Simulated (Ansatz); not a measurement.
Relative stability

The two ends of one reaction step of AlSiH5O, singlet (PBE0-D4/def2-TZVP).

A:

| atom | x (Å) | y (Å) | z (Å) |
| --- | --- | --- | --- |
| Al1 | -0.9381 | -0.2775 | -0.3279 |
| Si2 | 1.4172 | 0.3321 | -0.0649 |
| H3 | -1.6281 | -0.6644 | -1.7072 |
| O4 | -1.8756 | -0.2786 | 1.0882 |
| H5 | 1.7752 | 0.6705 | 1.3396 |
| H6 | 2.3000 | -0.7866 | -0.5066 |
| H7 | 1.7546 | 1.5069 | -0.9205 |
| H8 | -2.8053 | -0.5024 | 1.0993 |

B:

Al1  (-1.583, 0.731, 1.406)
Si2  (1.565, 0.119, -0.610)
H3  (0.351, -0.723, -0.781)
O4  (-2.813, -0.329, 0.994)
H5  (2.045, 0.011, 0.790)
H6  (2.623, -0.360, -1.538)
H7  (1.232, 1.531, -0.921)
H8  (-3.420, -0.979, 0.660)
(Å)

Program: Ansatz 0.2.0. Basis: def2-TZVPP. Cores are frozen in the correlated methods. B3LYP uses VWN-RPA correlation.

Q: Which structure is lower at CCSD(T), and by how much? (Judge from chemistry; the value comes from the calculation.)

A: Computed: A, by 56.1 kJ/mol (electronic energy, against the other). By their contacts, A is AlSiH₅O ([OH][AlH][SiH3]) and B is a complex of AlHO ([OH][Al]) + SiH₄.

All methods give the same order:

| method | E(B) − E(A) (kJ/mol) |
| --- | --- |
| SPW92 | 66.8 |
| PBE-D4 | 59.4 |
| BLYP-D4 | 39.8 |
| r2SCAN-D4 | 73.9 |
| B97M-V | 69.7 |
| PBE0-D4 | 65.2 |
| B3LYP-D4 | 47.1 |
| r2SCAN0-D4 | 72.5 |
| BHLYP-D4 | 52.6 |
| CAM-B3LYP-D4 | 51.8 |
| wB97X-V | 66.9 |
| wB97M-V | 43.3 |
| B2PLYP | 52.8 |
| PBE-QIDH | 69.7 |
| RPA on PBE | 47.2 |
| HF | 50.4 |
| MP2 | 60.1 |
| CCSD | 54.6 |
| CCSD(T) | 56.1 |

The T1 diagnostic stays at or below 0.014.

Labels in which every atom is bracketed show which atoms are joined, not bond orders.

For scale, one of the runs: CCSD(T)/def2-TZVPP, 185 basis functions, launched by `ansatz run in.yaml --threads 2 --pin off --events-out ev --progress --plain --max-ram 4352MiB`. Hardware: 2 CPU threads of an Arm Neoverse V2, shared host. Wall time 28 s; peak host memory 1.7 GiB.
